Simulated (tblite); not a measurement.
`N#CCCPC`. Computed geometry: GFN2-xTB, gas phase.

```
atom  x, y, z in Å
C1     2.4307    0.2302   -0.1461
P2     1.0457   -0.9829   -0.3151
C3    -0.3362    0.1306    0.2690
C4    -1.6978   -0.5325    0.0395
C5    -2.7546    0.3144    0.5284
N6    -3.5719    1.0094    0.9230
H7     2.6676    0.3504    0.9103
H8     3.3080   -0.1683   -0.6513
H9     2.1720    1.1977   -0.5725
H10    0.8190   -0.7470   -1.6805
H11   -0.2897    1.0955   -0.2445
H12   -0.1905    0.3091    1.3391
H13   -1.8598   -0.7142   -1.0275
H14   -1.7431   -1.4931    0.5613
```

**Question.** What is the repulsion energy of the bare nuclei, Σ ZA·ZB/RAB?

**Answer.** 262.83 Eh over 91 pairs, with full nuclear charges and distances in bohr; the largest single term is 25.76 Eh (C1 with P2).

**Question.** What is the longest distance between nuclei?

**Answer.** N6···H8, 7.16 Å; the next longest distance is 6.27 Å.

**Question.** Give the dihedral angles H12–C3–C4–H14, H7–C1–P2–C3, H8–C1–P2–C3, P2–C3–C4–H13.

**Answer.** H12–C3–C4–H14 -61° (synclinal); H7–C1–P2–C3 74° (synclinal); H8–C1–P2–C3 -168° (antiperiplanar); P2–C3–C4–H13 -62° (synclinal). Dihedral signs follow IUPAC: positive where, seen along the central bond, the front bond turns clockwise onto the rear one.

**Question.** Work out the bond lengths C1–P2, C1–H8, C1–H9, P2–H10, C3–C4, C3–H12, C4–H13, C4–H14 in Å.

**Answer.** For C1–P2 the difference vector is (-1.3850, -1.2131, -0.1690) Å, of length 1.8489 Å. C1–P2 1.849; C1–H8 1.088; C1–H9 1.088; P2–H10 1.404; C3–C4 1.532; C3–H12 1.095; C4–H13 1.094; C4–H14 1.094 Å.

**Question.** Where is the centre of mass (commonest isotopes), and what is the radius of gyration?

**Answer.** Mass 101.039 u; centre at (-0.406, -0.146, 0.100) Å; Rg = √(Σ m r²/M) = 2.233 Å. As Ia + Ib + Ic = 2 Σ m r², the three principal moments sum to 1007.9 u·Å².

**Question.** How far apart are these pairs, which share no bond: C4···N6, H7···H8, H10···H12, H11···H14?

**Answer.** C4···N6 2.583 Å (2 bonds apart); H7···H8 1.766 Å (2 bonds apart); H10···H12 3.354 Å (3 bonds apart); H11···H14 3.076 Å (3 bonds apart).

**Question.** What are the angles H7–C1–H8, H8–C1–H9, P2–C1–H7, C3–P2–H10, H11–C3–H12, P2–C3–H12, H13–C4–H14, C5–C4–H14?

**Answer.** From the scalar product of the two bond vectors; for H7–C1–H8 it is -0.3738 Å² over 1.0893 × 1.0880 Å², cos θ = -0.3154. H7–C1–H8 108.4°; H8–C1–H9 109.6°; P2–C1–H7 108.9°; C3–P2–H10 94.8°; H11–C3–H12 108.0°; P2–C3–H12 107.7°; H13–C4–H14 108.2°; C5–C4–H14 108.9°.

**Question.** How far are the heavy atoms from their best plane (unweighted least squares)?

**Answer.** 0.051 Å rms; C1 0.05, P2 0.05, C3 0.07, C4 0.07, C5 0.02, N6 0.02 Å (magnitudes).

**Question.** Write the matrix of distances between heavy atoms (Å, lower triangle).

**Answer.** 
```
C1    0.000
P2    1.849  0.000
C3    2.800  1.868  0.000
C4    4.202  2.803  1.532  0.000
C5    5.230  4.103  2.439  1.440  0.000
N6    6.147  5.179  3.416  2.583  1.143  0.000
```

Its GFN2-xTB frequencies are all real (lowest 66 cm⁻¹). One conformer, not necessarily the lowest. 3 starts were optimised and ended at 0.00, 0.00 and 0.71 kcal/mol (GFN2-xTB); the lowest of these is shown.
